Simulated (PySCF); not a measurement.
# Cl2O2S (sulfuryl chloride): the cost of one run

Programs: PySCF 2.14.0, with routines of our own; each step states its level. All values are computed. Atoms count from 0.

### Step 1. The starting structure

5 atoms, charge 0, multiplicity 1; geometry from: GFN2-xTB.

### Step 2. Optimising the geometry at PBE0-D3(BJ)/def2-SVP

Job settings and geometry (Å):

```
{"job": {"xc": "PBE0", "basis": "def2-SVP", "d3": "d3bj", "grid": 1, "kind": "geom"}, "charge": 0, "multiplicity": 1}
O      0.002887    -0.971197    -1.209720
S     -0.003600    -0.236804     0.003130
O     -0.039855    -0.903637     1.253932
Cl     1.598890     1.024471    -0.003090
Cl    -1.549700     1.090019    -0.061438
```

On the command line:

```sh
> OMP_NUM_THREADS=1 python excited_run.py task.json out
```

This one command runs all jobs of the session in turn.

Q: Estimate the wall time and peak memory of this first job on 1 thread of Arm Neoverse V2, shared host.

About 5.9 s, with a peak of 0.4 GiB.
